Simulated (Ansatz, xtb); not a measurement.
**A geometry optimisation of AlH6PSi+ with r2SCAN-D4/def2-SVP**

The starting geometry of this gas-phase doublet has its atoms placed at random.

```xyz
9

Al    0.7208    0.1468    0.5642
P    -0.0311   -0.9212   -1.8312
Si   -1.1462    0.4460   -0.0037
H    -0.7606   -0.8128    1.4112
H     2.3781   -0.3000   -0.5575
H     0.7906   -1.9553   -0.5565
H     0.6212    1.4202    1.5589
H     2.1324    0.3835    0.7337
H    -0.3156    0.9484    2.0582
```

Q: One run relaxed it with r2SCAN-D4/def2-SVP. What is a likely outcome?

A: It ends as a structure with H4 bridging Al1 and Si3, given below by its coordinates. Distances that change by over a tenth: Al1–Si3 (1.97 → 2.42 Å). Contacts that open: Al1–H7 (1.62 → 2.24 Å). Contacts that close: Al1–P2 (2.73 → 2.38 Å), P2–Si3 (2.54 → 2.30 Å), P2–H5 (2.80 → 1.41 Å), P2–H6 (1.84 → 1.42 Å), Si3–H4 (1.93 → 1.61 Å), H7–H9 (1.16 → 0.77 Å).

The energy falls by 8.26 eV over 29 steps:

```tsv
step	E − E(last) (eV)
1	8.261
4	2.717
7	0.936
10	0.623
13	0.481
17	0.215
20	0.102
23	0.028
26	0.003
29	0.000
```

Final geometry (Å):

```yaml
atoms:
  - { symbol: Al, position_ang: [0.5228, -0.1444, 1.3652] }
  - { symbol: P, position_ang: [0.5964, -0.6108, -0.9724] }
  - { symbol: Si, position_ang: [-1.4653, -0.5882, 0.0506] }
  - { symbol: H, position_ang: [-0.6555, -1.6462, 0.9518] }
  - { symbol: H, position_ang: [0.8388, 0.4150, -1.9118] }
  - { symbol: H, position_ang: [1.3202, -1.7387, -1.4373] }
  - { symbol: H, position_ang: [1.2424, 1.9691, 1.5690] }
  - { symbol: H, position_ang: [1.3432, -0.3340, 2.6759] }
  - { symbol: H, position_ang: [0.6468, 2.0337, 1.0864] }
```

From the same start GFN2-xTB ends elsewhere, differing in Al1–P2 (4.23 against 2.38 Å here), Al1–H5 (1.61 against 3.34 Å here), P2–H5 (3.54 against 1.41 Å here), Si3–H4 (2.38 against 1.61 Å here).

From so rough a start the end depends on the optimiser's path, so another program may land elsewhere. The end wasn't checked by frequencies. Open shells are spin-unrestricted. Run with Ansatz 0.2.0, 2.2 min on 2 threads of Intel(R) Xeon(R) Platinum 8259CL CPU @ 2.50GHz (Skylake/Cascade Lake), with other jobs on the host.
